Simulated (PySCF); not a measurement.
Species: fluorophosphane, FH2P.
Numbering: `[F:1][PH2:2]` (hydrogens: H3, H4 on P2)

A GFN2-xTB structure was refined with PBE0-D3(BJ)/def2-SVP geometry optimisation, gas phase in PySCF 2.14.0. Its GFN2-xTB values:

```csv
coordinate,GFN2-xTB
F1–P2,1.632 Å
P2–H3,1.406 Å
F1–P2–H3,93.5°
H3–P2–H4,91.6°
```

Problem. How do these coordinates change at the PBE0-D3(BJ)/def2-SVP level?

Solution. 
```csv
coordinate,PBE0-D3(BJ)/def2-SVP (Å or °),change
P2–H3,1.435,+0.029
F1–P2,1.626,-0.006
F1–P2–H3,98.1,+4.6
H3–P2–H4,91.3,-0.3
```

The energy falls by 5.8 kJ/mol over 5 energy and gradient evaluations, the largest force component goes from 0.0149 to 7.7e-05 Eh/bohr, and the atoms move by 0.050 Å rms after alignment. Among the bonds, P2–H3 and P2–H4 change most and about equally (+0.029 Å). Bonds longer at the end by more than 0.005 Å: 2 of 3; shorter: 1. Rotational constants go from 131779, 14788, 14678 to 129059, 14739, 14598 MHz.

The run used 42 basis functions and 27 SCF cycles in all.

PBE0-D3(BJ)/def2-SVP frequencies: not computed here.
